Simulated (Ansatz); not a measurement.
bcc Cs was calculated with PBE (plane waves, PAW; Ansatz, a first-principles code).

Settings: plane-wave cutoff 520 eV, 12×12×12 k mesh, Fermi–Dirac smearing 0.1 eV, perturbation theory, scalar-relativistic PAW data made under PBE.

The cell has the measured lattice parameters. Conventional cell: a = 6.1620 Å, b = 6.1620 Å, c = 6.1620 Å, α = 90.00°, β = 90.00°, γ = 90.00°.

Cs has the cubic space group Im-3m (No. 229), the bcc (W type) structure, Pearson symbol cI2. Conventional cell: a = b = c = 6.162 Å, α = β = γ = 90.00°. Cs on 2a has 8 Cs at 5.336 Å (cubic). (Neighbours: up to the widest gap in distance over summed covalent radii, below 1.35, at either atom.)
(The calculation used a cell of 1 atom; values per cell refer to that cell.)

Harmonic phonon frequencies (cm⁻¹; i marks an imaginary mode):

| q point | frequencies |
|---|---|
| H | 33 33 33 |
| N | [?] |
| P | [?] |

Q: What belongs in the gaps?

A: 
- N, frequencies: 7 22 35
- P, frequencies: 26 26 26

No imaginary mode appears at these points.

Note: the cell isn't this level's own, so it is under some stress, which shifts stiffness and frequencies.
